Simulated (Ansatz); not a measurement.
For cubic Cu3N, LDA in Ansatz (plane waves, PAW) gives:

```
Property                         Value
-----------------------------  -------
lattice constant a             3.721 Å
band gap at the measured cell  0.19 eV
```

**Question.** What does PBE (PAW; Ansatz, a program for electronic structure) give for the same quantities?

**Answer.** 
- lattice constant a: 3.827 Å (increases by 2.8 %)
- band gap at the measured cell: 0.17 eV (is nearly the same)

For comparison: lattice constant a 3.807 Å (measured, temperature not stated, copied from a table, unchecked, no zero-point or thermal correction; as tabulated in Zeitschrift fuer Anorganische und Allgemeine Chemie 239, 282 (1938)).

Changes are worked out from the printed values.

Unless a cell is named, each level is at its own relaxed cell (LDA 12.88, PBE 14.01 Å³/atom).

Density-functional gaps are differences of (generalised) Kohn–Sham levels.

Ansatz's density-functional and Hartree–Fock values are scalar-relativistic unless marked +SOC, with PAW data made under PBE.
